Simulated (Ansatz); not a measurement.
# BH3NS: the cost of one run

Method: UKS B3LYP-D4/def2-TZVP, in Ansatz 0.2.0.

### Step 1. The starting structure

Bond lengths: N1–B2 1.466 Å, B2–S3 1.857 Å, N1–H4 1.015 Å, N1–H5 1.037 Å, S3–H6 1.426 Å. Angles: N1–B2–S3 119.8°, B2–N1–H4 109.7°, B2–N1–H5 112.0°, H4–N1–H5 103.2°, B2–S3–H6 92.8°.

Coordinates:

```xyz
6

N    -0.8209    0.3250   -0.6495
B    -0.3643   -0.6469    0.3491
S     0.6929   -0.0841    1.7678
H    -1.3365   -0.1536   -1.3807
H    -0.0296    0.7569   -1.1626
H     1.9004   -0.2613    1.0297
```

### Step 2. End point A

Input file input.yaml:

```yaml
crystal:
  periodic: [false, false, false]
  atoms:
    - { symbol: "N", position_ang: [-0.8209, 0.325, -0.6495] }
    - { symbol: B, position_ang: [-0.3643, -0.6469, 0.3491] }
    - { symbol: S, position_ang: [0.6929, -0.0841, 1.7678] }
    - { symbol: H, position_ang: [-1.3365, -0.1536, -1.3807] }
    - { symbol: H, position_ang: [-0.0296, 0.7569, -1.1626] }
    - { symbol: H, position_ang: [1.9004, -0.2613, 1.0297] }
magnetization:
  spin_polarized: true
  initial_magnetization: 1
basis:
  gaussian: { orbitals: def2-TZVP }
hamiltonian:
  xc: b3lyp
  dispersion: d4
relax:
  f_tol: 0.015
  max_steps: 40
```

The run is started by

```
$ ansatz run input.yaml --threads 2 --pin off --max-ram 3072MiB --backend cpu --events-out ev --progress --plain --runs-dir out
```

Q: Estimate wall time and peak memory on 2 threads of Intel Xeon 6975P-C (Granite Rapids), shared host.

About 13 s, with a peak of 0.23 GiB.
